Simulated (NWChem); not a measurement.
System: carbonyl sulfide (COS); SMILES O=C=S

NWChem input:

```
start job
memory heap 200 mb stack 900 mb global 1100 mb
geometry units angstroms noautoz
  O     -1.676535     0.026960     0.022296
  C     -0.520351     0.008350     0.006924
  S      1.043153    -0.016772    -0.013873
end
basis spherical
  * library def2-tzvpd
end
dft
  xc m06-2x
  iterations 150
  mulliken
end
task dft energy
```

All runs use the structure optimised with PBE0/def2-SVP.

Give the results of this calculation. (M06-2X/def2-TZVPD.) Quantities: energy (Ha); highest occupied level (eV); orbital gap (eV); dipole (D).


```
Quantity                      Result
---------------------------  -------
energy (Ha)                  -511.54
highest occupied level (eV)    -9.83
orbital gap (eV)                9.81
dipole (D)                      0.79
```
